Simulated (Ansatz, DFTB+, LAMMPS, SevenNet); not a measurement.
# How well does each level of theory give the elastic constant C44 of hcp Ru?

Reference value: 181 GPa (measured, temperature not stated, no zero-point or thermal correction; as tabulated in Mehl and Papaconstantopoulos (1996), arXiv:mtrl-th/9602003).

### Question
What do Lennard-Jones jacobson2022, GFN1-xTB as cut by DFTB+, SevenNet-l3i5, LDA, PBE, PBEsol, r²SCAN give, and how far is each from the reference?

### Answer

```
level (code)                         value (GPa)  cell (Å³/atom)  difference (%)
-----------------------------------  -----------  --------------  --------------
Lennard-Jones jacobson2022 (LAMMPS)          299           13.46             +65
GFN1-xTB as cut by DFTB+                     134           14.24             -26
SevenNet-l3i5                               89.8           13.94             -50
LDA (Ansatz)                                 216           13.09           +19.3
PBE (Ansatz)                                 188           13.77            +3.9
PBEsol (Ansatz)                              207           13.32           +14.4
r²SCAN (Ansatz)                              200           13.49           +10.5
```

The reference's temperature isn't stated, so close values are not ranked against it. Off by more than 25 %, or 35 % on the side where a correction would as a rule narrow the miss (bounds picked here): Lennard-Jones jacobson2022 (+65 %), SevenNet-l3i5 (-50 %), GFN1-xTB as cut by DFTB+ (-26 %).

The reference isn't brought to a static lattice, while the calculations are for one, so the differences are not the levels' errors alone. A static lattice is as a rule stiffer than a warm one, by over a tenth in soft solids.  GFN1-xTB as cut by DFTB+: the method was fitted mainly to molecules. GFN1-xTB as cut by DFTB+: codes differ in how they cut the long-range tail of xTB's charge interaction in a crystal, so the value belongs to this code. Each level is taken at its own relaxed cell. Cutoffs differ between the levels. Ansatz's density-functional and Hartree–Fock values are scalar-relativistic unless marked +SOC, with PAW data made under PBE.

Empirical potentials (Lennard-Jones jacobson2022) are fitted to chosen data: where that held the value shown, agreement is built in, and what lay outside the fit can be far off. Machine-learned potentials (SevenNet-l3i5) are trained on DFT data: a solid inside that data is no test of them.

Differences are worked out from the printed values.

Ansatz is a quantum-chemistry and plane-wave program.
